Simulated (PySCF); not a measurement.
Species: CH5SSi (charge -1).
Cartesian coordinates in Å at the PBE0-D3(BJ)/def2-SVP level; atoms count from 1:
```xyz
8
CH5SSi angstrom
C     -1.4339   -0.1255    0.0774
S      0.0003   -0.1159   -1.0401
Si     1.6723    0.3257    0.4355
H     -1.4688   -1.0335    0.7038
H     -2.3575   -0.0901   -0.5261
H     -1.4164    0.7456    0.7528
H      2.5446   -0.9181    0.1174
H      2.4685    1.2213   -0.5453
```

Level: PBE0/pcSseg-1 in PySCF, non-relativistic, on one gas-phase PBE0-D3(BJ)/def2-SVP geometry that isn't relaxed in the solvent. The solvent is an IEF-PCM continuum (Bondi radii, 1.10 Å for H, scaled by 1.2). Only the electrostatic response of the medium enters.

Gas phase at PBE0/pcSseg-1: HOMO -0.25 eV, LUMO 5.17 eV.

Problem. What does the continuum do to the energy and the frontier levels at PBE0/pcSseg-1 in cyclohexane and dichloromethane?

Solution. 
| solvent | ε | E(solvent) − E(gas) (kcal/mol) | polarisation term (kcal/mol) | distortion of the solute (kcal/mol) | HOMO (eV) | LUMO (eV) |
| --- | --- | --- | --- | --- | --- | --- |
| cyclohexane | 2.017 | -27.52 | -27.77 | 0.25 | -2.61 | 3.00 |
| dichloromethane | 8.93 | -49.51 | -50.60 | 1.09 | -4.46 | 1.28 |

Polarisation term: ½ Σ q·V over the induced surface charges. Distortion: the rise of the solute's own energy as its density leaves the gas-phase optimum. From cyclohexane to dichloromethane the lowering changes by a factor 1.80, Born's factor 1 − 1/ε by 1.76 and ε itself by 4.4.

Problem. Which radius a makes Born's formula ΔE = −(q²/2a)(1 − 1/ε) give the value in dichloromethane?

Solution. a = q²(1 − 1/ε)/(2|ΔE|) = 2.98 Å, with q = -1 e and |ΔE| = 0.0789 Eh; the farthest nucleus lies 2.81 Å from the centroid of the nuclei. The formula assumes a point charge at the centre of a sphere.

Problem. Which Hirshfeld charges (PBE0/pcSseg-1) respond most in cyclohexane (means over atoms taken as equivalent)?

Solution. 
```csv
atoms,environment,gas (e),solvent (e),change
S2,sulfur bonded to C and Si,-0.261,-0.273,-0.012
Si3,silicon bonded to S and 2 H,-0.254,-0.263,-0.009
H4/H5/H6,methyl hydrogen,+0.011,+0.018,+0.007
C1,S-methyl carbon,-0.156,-0.153,+0.003
H7/H8,Si–H hydrogen,-0.180,-0.182,-0.002
```

Problem. Which Mayer bond orders change most in cyclohexane?

Solution. 
```tsv
bond	length (Å)	gas	solvent	change
C1–S2	1.818	0.997	0.987	-0.010
S2–Si3	2.273	0.780	0.784	+0.004
Si3–H7	1.552	0.885	0.887	+0.002
Si3–H8	1.549	0.890	0.892	+0.002
C1–H4	1.104	0.959	0.958	-0.001
C1–H5	1.104	0.962	0.961	-0.001
C1–H6	1.102	0.955	0.956	+0.001
```

Problem. How do the nuclear quadrupole coupling constants eQVzz/h respond in cyclohexane?

Solution. 
```csv
nucleus,Q (barn),gas (MHz),solvent (MHz),η gas,η solvent
33S at S2,-0.06781,-39.22,-37.61,0.90,0.93
```
